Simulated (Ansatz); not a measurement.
SO, rock salt type; equations of state without spin from Ansatz PAW hard set, 700 eV.

PBE (k-mesh 21³, smearing 0.061 eV) gives V₀ = 12.342 Å³/atom and B₀ = 128 GPa.

(1) What does r²SCAN give (700 eV, k-mesh 13³, smearing 0.1 eV)?

Results:

(1) V₀ = 12.169 Å³/atom (-1.4 %) and B₀ = 140 GPa (+9 %).

This cubic structure is a model: it isn't the usual form of the substance at ambient conditions, and such phases are metastable or hypothetical. Potentials made with PBE were used with another functional (at least in: Ansatz PAW hard set, 700 eV (r²SCAN)).
